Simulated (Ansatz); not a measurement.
# Property card for Ti5Ge3

Computed with Ansatz, DFT PBEsol, scalar-relativistic, plane waves, PAW.

Cutoff 420 eV; k points 6×6×8 on the computed 16-atom cell (Γ-centred); Gaussian smearing, width 0.10 eV; no spin polarisation.

The structure is relaxed at this level of theory with its symmetry kept. Whether it is the stable form of this composition wasn't checked.

```
Ti Ge
1.0
     7.49791    0.00000    0.00000
    -3.74895    6.49338    0.00000
     0.00000    0.00000    5.14704
Ti Ge
10 6
Direct
  0.33333 0.66667 0.00000
  0.66667 0.33333 0.50000
  0.66667 0.33333 0.00000
  0.33333 0.66667 0.50000
  0.25028 0.00000 0.25000
  0.25028 0.25028 0.75000
  0.00000 0.25028 0.25000
  0.74972 0.00000 0.75000
  0.74972 0.74972 0.25000
  0.00000 0.74972 0.75000
  0.61010 0.00000 0.25000
  0.61010 0.61010 0.75000
  0.00000 0.61010 0.25000
  0.38990 0.00000 0.75000
  0.38990 0.38990 0.25000
  0.00000 0.38990 0.75000
```

| Property | Result |
| --- | --- |
| Space group | P6_3/mcm (No. 193) |
| Volume per atom | 15.66 Å³ |
| Formation energy from the elements' standard states (uncorrected) | -0.777 eV/atom |
| Kohn–Sham band gap | none (metal) |
| Density of states at the Fermi level | 8.08 states/eV per cell |
| Löwdin character within 0.5 eV of the Fermi level | Ti 3d 92 % |
| Bulk modulus | 141 GPa |
| Its pressure derivative | 4.3 |

Cost: 9 runs of about 53 core-minutes in all, on Intel Xeon Processor @ 2.70GHz (shared hosts).